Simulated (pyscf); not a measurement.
H₂Al–O–SiH₃ (SMILES [AlH2][O][SiH3]) + HF (SMILES F) -> HO–SiH₂–F (SMILES O[SiH2]F) + AlH₃ (SMILES [AlH3]) (multi-bond step; singlet surface; H–Si, Al–O, F–H broken, F–Si, H–O, Al–H formed). Optimised with ωB97X-D3(BJ)/def2-SVP in PySCF. MP2 and CC: frozen core, UHF for open shells. ΔMP2 is the change of the MP2 total energy from the triple- to the quadruple-zeta basis. Energies in eV from the separated reactants.

| level | barrier | reaction energy |
|---|---|---|
| PBE/def2-TZVP | 0.20 | +0.05 |
| M06-2X/def2-TZVP | 0.43 | +0.14 |
| ωB97M-D3(BJ)/def2-TZVP | 0.43 | +0.07 |
| MP2/def2-QZVPP | 0.51 | +0.18 |
| CCSD/def2-TZVPP | 0.67 | +0.14 |
| CCSD(T)/def2-TZVPP | 0.54 | +0.15 |
| CCSD(T)/def2-TZVPP + ΔMP2(QZVPP) | 0.54 | +0.15 |

On the reactant side the descent ends in an adduct with a Al–F contact (not fully relaxed), 0.59 eV under the separated species and 0.91 eV under the saddle at ωB97X-D3(BJ)/def2-TZVP. On the product side the descent ends in an adduct with a Al–Si, Al–O contact, 1.02 eV under the separated species and 1.22 eV under the saddle at ωB97X-D3(BJ)/def2-TZVP. What is counted as broken (Al–O) persists as a longer contact in the product adduct; parting that adduct is a step of its own. At ωB97X-D3(BJ)/def2-TZVP the barrier from the zero used here is 0.32 eV. This saddle turned up in a search for another step; its sides and bond changes are read from the two ends of the descent. One saddle was located; it need not be the lowest between these sides. The CCSD(T) − MP2 part came from Ansatz, without density fitting, on the same reference.
